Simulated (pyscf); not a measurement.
Structures and frequencies: ωB97X-D3(BJ)/def2-SVP in PySCF. Correlated levels are frozen-core, on RHF or UHF. ΔMP2 is the change of the MP2 total energy from the triple- to the quadruple-zeta basis.

Problem. HO–GaH–AsH₂ -> Ga–AsH₂ [singlet] + H₂O
Surface: singlet. Broken: Ga–O, Ga–H. Formed: H–O. Give ΔE‡ and ΔE from CCSD(T)/def2-TZVPP + ΔMP2(QZVPP), relative to the reactant's lowest minimum found.

Solution. ΔE‡ = 2.58 eV, ΔE = +1.20 eV. Zero-point energy shifts the barrier by -0.09 eV. It is a 1,1-elimination, with an imaginary mode of 1523i cm⁻¹. On the product side the descent ends in a bound adduct (not fully relaxed), 0.43 eV under the separated species and 1.86 eV under the saddle at ωB97X-D3(BJ)/def2-TZVP. At ωB97X-D3(BJ) the barrier from the zero used here is 2.72 eV. The same reactants have a lower exit, to HGa=AsH + H₂O (highest point, the separated products, at +1.66 eV at ωB97M-D3(BJ), against +2.56 eV here). One saddle was located; it need not be the lowest between these sides. The CCSD(T) − MP2 part came from Ansatz, without density fitting, on the same reference. The frozen core leaves the outer d or s,p core shells of the metals and heavy elements correlated in the MP2 and CC values, and def2-TZVPP describes them poorly, which can shift differences by a few kcal/mol. Elements up to Kr have no core potential and no relativistic terms here.
